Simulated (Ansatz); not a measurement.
A made-up structure of MgSiNH$_{4}$ (charge -1), closed shell:

```xyz
7
angstrom
N -1.6537 -2.4175 -0.1684
Mg -0.8075 -0.8092 -0.1768
Si 0.9146 1.1525 0.1423
H -2.4921 -2.9133 -0.4444
H 1.0234 2.1165 -1.0133
H 0.6565 2.0920 1.2942
H -1.0855 -3.2638 -0.1332
```

It is relaxed with PBE-D4/def2-SVPD and then PBE0-D4/def2-TZVPD (Ansatz 0.2.0). Atoms count as bonded within 1.22 times the sum of their covalent radii (H–H: 0.88 Å). The end point is not checked to be a true minimum.

Question: Does its bonding change? (A judgement: the text doesn't fix the answer.)

Answer: Computed: No: no bond forms or breaks.

Where it ends: The first stage lowers the energy by 0.60 eV in 11 steps. It ends as MgSiNH₄ ([NH2][Mg][SiH2]), total charge -1:
```xyz
7
angstrom
N -1.4887 -2.3706 -0.2245
Mg -0.3716 -0.7778 -0.0491
Si 1.2547 1.1913 0.2108
H -2.4865 -2.3955 -0.3961
H 0.6070 1.8111 -1.0494
H 0.2251 1.8333 1.1696
H -1.1843 -3.3347 -0.1609
```

Labels in which every atom is bracketed show which atoms are joined, not bond orders.

For scale, one of the runs: PBE0-D4/def2-TZVPD relaxation, 151 basis functions, launched by `ansatz run in.yaml --threads 2 --pin off --events-out ev --progress --plain --max-ram 4352MiB`. The run took about 29 s on 2 CPU threads of an Arm Neoverse V1 (shared host).
